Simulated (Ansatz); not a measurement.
Compare A (`NC1=C(F)C1`) with its isomer B (`NC1(F)C=C1`).

Computed with Ansatz on PBE0-D4/def2-TZVP structures; ΔE is electronic, products minus reactants. CCSD(T)/CBS adds triple-zeta CCSD(T) − MP2 to the extrapolated MP2 energy (def2 sets, frozen cores). Functionals use def2-TZVPP. B3LYP here is the variant with VWN-RPA as its local correlation; programs differ in this. One conformer a species, not always the lowest.

Q: Which is lower in electronic energy at CCSD(T)/CBS, and by how much? (An estimate is asked.)

A: Computed: B, by 57.5 kJ/mol.

Q: Give E(B) − E(A) in kJ/mol with HF/def2-TZVPP, CCSD(T)/def2-TZVPP, BLYP-D4, CCSD/def2-TZVPP, B3LYP-D4, LDA (SPW92), ωB97M-V. (Estimate.)

A: Computed: HF/def2-TZVPP -60.4, CCSD(T)/def2-TZVPP -53.5, BLYP-D4 -41.7, CCSD/def2-TZVPP -54.9, B3LYP-D4 -45.8, LDA (SPW92) -35.5, ωB97M-V -56.3. None reverses the order clearly.

Q: Does the order hold for the free energy at 298.15 K (harmonic terms from PBE0-D4)? (Estimate.)

A: The calculation gave: Yes: G(B) − G(A) = -58.5 kJ/mol, for one conformer each.

Largest T1 diagnostic: 0.012.

Leaving LDA and LC-ωPBE aside and taking each functional with its dispersion term where it has one, the values, not all of them listed here, spread over 19.6 kJ/mol, from ωB97M-V to PBE-D4. At CCSD(T), def2-SVP lies +8.0 kJ/mol from the extrapolated value and def2-TZVPP +4.0 kJ/mol.
